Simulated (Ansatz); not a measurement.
We consider Ge(SeO3)2 (P2₁/c, No. 14; cell taken from a computed entry), described by PBEsol (Ansatz, an electronic-structure program, PAW).

Numerical settings: plane-wave cutoff 520 eV, 8×6×6 k mesh (along the axes of the cell as run), Fermi–Dirac smearing 0.01 eV, scalar-relativistic PAW data made under PBE.

Cell (relaxed with PBEsol):

```yaml
crystal:
  lattice:
    - [5.07722, 0.00000, -0.00360]
    - [0.00000, 6.78311, 0.00000]
    - [-4.94941, 0.00000, 7.32460]
  atoms:
    - { symbol: Ge, position: [0.00000, 0.00000, 0.00000] }
    - { symbol: Ge, position: [0.00000, 0.50000, 0.50000] }
    - { symbol: Se, position: [0.68337, 0.17522, 0.19852] }
    - { symbol: Se, position: [0.31663, 0.82478, 0.80148] }
    - { symbol: Se, position: [0.31663, 0.67522, 0.30148] }
    - { symbol: Se, position: [0.68337, 0.32478, 0.69852] }
    - { symbol: O, position: [0.70680, 0.16329, 0.00937] }
    - { symbol: O, position: [0.29320, 0.83671, 0.99063] }
    - { symbol: O, position: [0.29320, 0.66329, 0.49063] }
    - { symbol: O, position: [0.70680, 0.33671, 0.50937] }
    - { symbol: O, position: [0.80568, 0.41753, 0.25454] }
    - { symbol: O, position: [0.19432, 0.58247, 0.74546] }
    - { symbol: O, position: [0.19432, 0.91753, 0.24546] }
    - { symbol: O, position: [0.80568, 0.08247, 0.75454] }
    - { symbol: O, position: [0.28173, 0.22068, 0.08258] }
    - { symbol: O, position: [0.71827, 0.77932, 0.91742] }
    - { symbol: O, position: [0.71827, 0.72068, 0.41742] }
    - { symbol: O, position: [0.28173, 0.27932, 0.58258] }
```

Question: Predict the band gap, smallest direct gap on the k points sampled and direct gap at Γ.

Answer: 
* **band gap**: 4.02 eV (indirect)
* **smallest direct gap on the k points sampled**: 4.08 eV
* **direct gap at Γ**: 4.11 eV

Spin–orbit coupling is not included.

Computed values are for the static lattice.

It cost roughly 4 core-minutes of CPU time.
